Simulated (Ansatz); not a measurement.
B₃⁺ (the lowest singlet isomer of a short search) was relaxed with PBE-D4 (def2-TZVP) in Ansatz in these states: charge +1 quintet, charge +1 triplet. The geometries follow in no particular order.

A:

```xyz
3

B     0.010   -0.003    0.001
B    -0.457   -1.420    0.556
B     0.447    1.422   -0.557
```

B:

| atom | x (Å) | y (Å) | z (Å) |
| --- | --- | --- | --- |
| B1 | 0.784 | 0.124 | -0.507 |
| B2 | -0.002 | -0.601 | 0.725 |
| B3 | -0.782 | 0.477 | -0.219 |

Problem. Judge from the bond lengths which geometry belongs to which state (an estimate).

Solution. A is the charge +1 quintet (B2–B3 3.183 Å, B1–B2 1.592 Å, B1–B3 1.592 Å); B is the charge +1 triplet (B2–B3 1.632 Å, B1–B2 1.632 Å, B1–B3 1.632 Å).

At PBE0-D4/def2-TZVP a broken-symmetry singlet lies 0.18 eV below the charge +1 quintet. At PBE0-D4/def2-TZVP a broken-symmetry singlet lies 0.07 eV below the charge +1 triplet. These are the stationary points nearest to one start from a short search; other shapes may lie lower in each state.
